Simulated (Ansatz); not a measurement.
# One arrangement of a pair

The pair of H$_{2}$O (SMILES O, atoms 1–3) and SiH$_{3}$Cl (SMILES [SiH3]Cl, atoms 4–8), both closed shells, in one local arrangement (a lower one may exist), relaxed at PBE0-D4/def2-TZVP:

O1  (-0.047, -0.027, -1.957)
H2  (-0.897, -0.367, -1.663)
H3  (-0.237, 0.844, -2.315)
Si4  (0.374, -0.058, 1.188)
Cl5  (-1.618, -0.541, 0.903)
H6  (0.611, 1.308, 0.677)
H7  (1.215, -1.067, 0.515)
H8  (0.599, -0.092, 2.653)
(Å)

Program: Ansatz 0.2.0. Basis: def2-TZVPPD, with def2-QZVPPD for the basis limit. Cores are frozen in the correlated methods. B3LYP uses VWN-RPA correlation. Extrapolation: Hartree–Fock as exp(−7.88 √X), correlation as X^−2.97. Interaction energies count from these two fragments, frozen as in the pair, with the counterpoise correction; negative means bound.

**Question.** What is the interaction energy by CCSD(T) at an estimated basis limit (MP2 extrapolated from triple and quadruple zeta, plus CCSD(T) − MP2 in triple zeta)? (Judge from chemistry; the value comes from the calculation.)

**Answer.** Computed: -2.93 kcal/mol. Hartree–Fock alone gives -0.53 kcal/mol at the basis limit. It counts from the two fragments frozen as in the pair.

The same quantity by other methods in triple zeta, and each one's difference from that estimate:
```json
{"method": "PBE-D4", "E_int (kcal/mol)": "-3.06", "difference": "-0.13"}
{"method": "revPBE-D4", "E_int (kcal/mol)": "-2.54", "difference": "0.39"}
{"method": "BLYP-D4", "E_int (kcal/mol)": "-2.57", "difference": "0.36"}
{"method": "r2SCAN-D4", "E_int (kcal/mol)": "-3.21", "difference": "-0.28"}
{"method": "B97M-V", "E_int (kcal/mol)": "-3.11", "difference": "-0.18"}
{"method": "PBE0-D4", "E_int (kcal/mol)": "-3.01", "difference": "-0.08"}
{"method": "B3LYP-D4", "E_int (kcal/mol)": "-2.81", "difference": "0.12"}
{"method": "HSE06-D4", "E_int (kcal/mol)": "-2.97", "difference": "-0.04"}
{"method": "wB97X-V", "E_int (kcal/mol)": "-3.02", "difference": "-0.09"}
{"method": "wB97M-V", "E_int (kcal/mol)": "-3.14", "difference": "-0.21"}
{"method": "B2PLYP", "E_int (kcal/mol)": "-1.80", "difference": "1.13"}
{"method": "HF", "E_int (kcal/mol)": "-0.52", "difference": "2.41"}
{"method": "MP2", "E_int (kcal/mol)": "-2.45", "difference": "0.48"}
{"method": "CCSD", "E_int (kcal/mol)": "-2.11", "difference": "0.82"}
{"method": "CCSD(T)", "E_int (kcal/mol)": "-2.41", "difference": "0.52"}
```
Differences are method less estimate.

**Question.** Which atoms make the shortest contact between the fragments?

**Answer.** H2 and Cl5, 2.67 Å apart.

Basis-set superposition shift (counterpoise-corrected less uncorrected): CCSD(T) 0.60; MP2 0.57; HF 0.08; PBE0-D4 0.08; wB97M-V 0.08 kcal/mol.

T1 diagnostic: at most 0.011.

For scale, one of the runs: CCSD(T)/def2-TZVPPD, 224 basis functions, launched by `ansatz run in.yaml --threads 4 --pin off --events-out ev --progress --plain --max-ram 9574MiB`. The run took 52 s on 4 CPU threads of an Arm Neoverse V1 (shared host), with 3.4 GiB of host memory at its peak.
